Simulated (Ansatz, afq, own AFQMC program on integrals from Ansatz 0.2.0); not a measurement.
**Where AFQMC and coupled cluster stand for H₃, doublet**

```csv
atom,x (Å),y (Å),z (Å)
H,0.0000,0.0000,-0.8770
H,0.0000,0.0000,-0.1320
H,0.0000,0.0000,1.0090
```

Basis cc-pVTZ. Only valence electrons are correlated. Integrals, coupled cluster, full CI and functionals: Ansatz 0.2.0; the random walks run on the same integrals in our own AFQMC program. The CISD trial takes its coefficients from CCSD amplitudes. Released means that phaseless walkers are propagated on without the constraint, phases kept. ± is one standard error of the sampling.

Determinant: UHF, the one that the program's search chose, which needn't be the lowest solution. The geometry is a point of a scan.

Full CI on the same integrals is exact in this basis and with this determinant's frozen core.

```
T1 diagnostic                               : 0.0148
weight of the determinant in the CISD state : 0.975
⟨S²⟩ of the determinant                     : 0.764
size of the correlated space                : 3 electrons in 42 orbitals
```

| level | correlation energy (eV) |
| --- | --- |
| MP2 | -1.0128 |
| CCSD | -1.2852 |
| CCSD(T) | -1.2942 |

**Question.** Estimate where full CI lies against CCSD(T) on the same integrals.

**Answer.** 0.09 mEh below CCSD(T).

Reference: full CI, correlation energy -1.297 eV. The released energy is read at 2.40 1/Eh (meV from the phaseless value at times in 1/Eh: 0.08 ± 0.10 at 0.24, -0.11 ± 0.11 at 0.51, -0.14 ± 0.12 at 0.99, -0.27 ± 0.10 at 1.62, -0.35 ± 0.13 at 2.40).

```json
{"level": "CCSD(T)", "E − E(reference) (mEh)": "0.09", "share of correlation (%)": "99.82"}
{"level": "ph-AFQMC/HF", "E − E(reference) (mEh)": "-0.37 ± 0.17", "share of correlation (%)": "100.77"}
{"level": "ph-AFQMC/CISD", "E − E(reference) (mEh)": "0.01 ± 0.005", "share of correlation (%)": "99.98"}
{"level": "released AFQMC", "E − E(reference) (mEh)": "-0.01 ± 0.005", "share of correlation (%)": "100.01"}
```

A walk keeps the symmetry of its determinant, which the program's search chose and which needn't be the lowest solution, so a lower state of the same spin and another symmetry isn't excluded. Released energies are given only where the last usable release times agree within the noise; a slower fall can still hide under it.
